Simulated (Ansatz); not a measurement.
The same path of CH7BO (10 atoms, charge 0, multiplicity 1) was run twice with different band settings. Lost on the way: B1–H2, O5–H10. Made: H2–H10.

Computed with RKS PBE-D4/def2-SVP in Ansatz 0.2.0.

Relaxed end points:

```xyz
10
Properties=species:S:1:pos:R:3
B 0.104 -0.126 0.030
H 0.229 0.684 0.944
H 1.128 -0.360 -0.602
H -0.904 0.030 -0.662
O -0.171 -1.536 0.855
C -0.506 -2.677 0.042
H 0.362 -2.845 -0.619
H -0.664 -3.558 0.694
H -1.401 -2.470 -0.579
H -0.894 -1.351 1.487
```

```xyz
10
Properties=species:S:1:pos:R:3
B -0.072 -0.346 -1.035
H 0.082 -0.825 3.221
H 0.472 0.731 -0.881
H -0.672 -0.655 -2.056
O 0.011 -1.214 -0.004
C -0.569 -2.513 -0.033
H 0.236 -3.272 0.052
H -1.243 -2.624 0.840
H -1.140 -2.685 -0.971
H 0.179 -0.804 2.457
```

Common settings: spring 5.0 eV/Å²; optimiser quadratic models (default); start path through a guess of the saddle point; force threshold 0.03 eV/Å; iteration limit 60; end points relaxed.

| run | movable images | climbing image |
| --- | --- | --- |
| 1 | 5 | yes |
| 2 | 4 | no |

(1) What does each run give, and how far can it be trusted?

Answers

(1) Run 1: converged after 20 iterations, highest image 0.795 eV above the first end. The profile has 2 maxima (images 1, 3) with wells between them (image 2): this band takes more than one step, which may be the mechanism or a detour left from its start path. Neighbouring images differ by up to 1.3 eV, so the band resolves the path poorly. A vibrational analysis at the climbing image gives one clearly imaginary mode, 1137i cm⁻¹: a first-order saddle point.
Run 2: converged after 14 iterations, highest image 0.087 eV above the first end. No image climbed, so the highest image needn't sit at the top of the path. A band with more images between the same ends climbed to 0.79 eV, so this one has probably stepped over the top.
The orbitals stay closed-shell, which can raise the energy where a bond breaks towards radicals; this wasn't checked here.
